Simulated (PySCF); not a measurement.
Run record: geometry optimisation, `[C]#CCCO` [radical].

Computed with PBE0-D3(BJ)/def2-SVP geometry optimisation, gas phase (PySCF 2.14.0). Start geometry: GFN2-xTB. A driver script takes a list of jobs; this job's settings line and coordinates (Å) are shown.

Input:
```
{"job": {"xc": "PBE0", "basis": "def2-SVP", "d3": "d3bj", "grid": 1, "kind": "geom"}, "charge": 0, "multiplicity": 2}
C      2.909180     0.144860     0.259630
C      1.754950    -0.147100     0.153660
C      0.379520    -0.587190    -0.064560
C     -0.600850     0.564420     0.203330
O     -1.930440     0.159630    -0.000390
H      0.283220    -0.934770    -1.098210
H      0.160540    -1.419650     0.608770
H     -0.538410     0.870950     1.249620
H     -0.346390     1.426890    -0.427900
H     -2.053570    -0.068740    -0.929000
```

Output:
```
step   0  E = -230.02002171  max force = 0.041407
step   1  E = -230.02165467  max force = 0.004466
step   2  E = -230.02180279  max force = 0.003306
step   3  E = -230.02190357  max force = 0.001571
step   4  E = -230.02195323  max force = 0.001792
step   5  E = -230.02200233  max force = 0.001246
step   6  E = -230.02200940  max force = 0.000292
optimisation converged
```

Energies in Eh; «max force» is the largest Cartesian gradient component in Eh/bohr.

Q: How much energy does the optimisation release, in kJ/mol?

A: E(step 0) − E(last step) = 0.001988 Eh, which is 5.2 kJ/mol.

Q: Give the first gradient maximum in eV/Å.

A: With 1 Eh/bohr = 51.422 eV/Å, 2.129 eV/Å.

Summary of the converged run: final energy -230.02201 Eh after 6 steps; dipole 1.58 D.

Q: Where do the atoms end?

A: 0.046 Å rms from the input after alignment:
```
atom  x, y, z in Å
C1     2.9072    0.2302    0.3458
C2     1.7780   -0.1744    0.1529
C3     0.3961   -0.5808   -0.0692
C4    -0.6115    0.5456    0.1843
O5    -1.9288    0.1121    0.0164
H6     0.2892   -0.9431   -1.1074
H7     0.1447   -1.4314    0.5857
H8    -0.5145    0.8875    1.2260
H9    -0.3630    1.4117   -0.4589
H10   -2.0795   -0.0481   -0.9207
```

Time: 35 s wall. Hardware: x86-64 server, one thread, on a shared host.
Labels such as C1 count atoms from 1, the log's own numbers from 0.
